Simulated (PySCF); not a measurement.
Simulated C 1s region for 1-chlorobicyclo[1.1.1.]pentane (`ClC12CC(C1)C2`), binding energy against the vacuum level.

Every computed line was given a Gaussian of 0.5 eV full width at half maximum and an area set by the number of equivalent atoms; the highest printed point is 100. Method: delta-SCF UKS SCAN, pcX-2 on the ionised atom, pcseg-1 elsewhere, spin-free X2C (PySCF).

```json
{"binding energy (eV)": "290.1", "intensity": "0"}
{"binding energy (eV)": "290.2", "intensity": "1"}
{"binding energy (eV)": "290.3", "intensity": "4"}
{"binding energy (eV)": "290.4", "intensity": "13"}
{"binding energy (eV)": "290.5", "intensity": "29"}
{"binding energy (eV)": "290.6", "intensity": "54"}
{"binding energy (eV)": "290.7", "intensity": "81"}
{"binding energy (eV)": "290.8", "intensity": "99"}
{"binding energy (eV)": "290.9", "intensity": "100"}
{"binding energy (eV)": "291.0", "intensity": "87"}
{"binding energy (eV)": "291.1", "intensity": "69"}
{"binding energy (eV)": "291.2", "intensity": "50"}
{"binding energy (eV)": "291.3", "intensity": "34"}
{"binding energy (eV)": "291.4", "intensity": "20"}
{"binding energy (eV)": "291.5", "intensity": "10"}
{"binding energy (eV)": "291.6", "intensity": "5"}
{"binding energy (eV)": "291.7", "intensity": "2"}
{"binding energy (eV)": "291.8", "intensity": "3"}
{"binding energy (eV)": "291.9", "intensity": "6"}
{"binding energy (eV)": "292.0", "intensity": "13"}
{"binding energy (eV)": "292.1", "intensity": "21"}
{"binding energy (eV)": "292.2", "intensity": "29"}
{"binding energy (eV)": "292.3", "intensity": "31"}
{"binding energy (eV)": "292.4", "intensity": "26"}
{"binding energy (eV)": "292.5", "intensity": "18"}
{"binding energy (eV)": "292.6", "intensity": "10"}
{"binding energy (eV)": "292.7", "intensity": "4"}
{"binding energy (eV)": "292.8", "intensity": "2"}
{"binding energy (eV)": "292.9", "intensity": "0"}
{"binding energy (eV)": "293.0", "intensity": "0"}
```

Count the maxima, the lines and the sites behind this envelope.

The curve has 2 maxima (at 290.9 and 292.3 eV). Under it lie 3 lines from 3 inequivalent carbon sites. At this width some lines have no maximum of their own.

Decompose the envelope and assign each component. Numbering: `[Cl:1][C@@:2]12[CH2:3][C@@H:4]([CH2:5]1)[CH2:6]2`.

| position (eV) | relative area | line | atoms | environment |
| --- | --- | --- | --- | --- |
| 290.82 | 3 | C 1s | C3/C5/C6 | four-membered-ring carbon |
| 291.18 | 1 | C 1s | C4 | sp3 carbon at a ring junction |
| 292.28 | 1 | C 1s | C2 | sp3 C–Cl carbon |

Lowest listed C 1s: C3/C5/C6, bonded to 2 C and 2 H. Highest, 1.46 eV above it: C2, bonded to Cl and 3 C. Summing the Pauling electronegativity differences to the bonded atoms, each weighted by its formal bond order, gives -0.70 for the lowest site and +0.61 for the highest; no listed site has a larger sum than the highest.

The curve has no shake-up lines and no vibrational structure. The first atom of each set that the bonding makes equivalent was ionised and stands for the set. Isolated species at its GFN2-xTB geometry, gas phase.

Hardware: one thread of an Arm Neoverse V2, no GPU, shared host. Cost: 40 s.
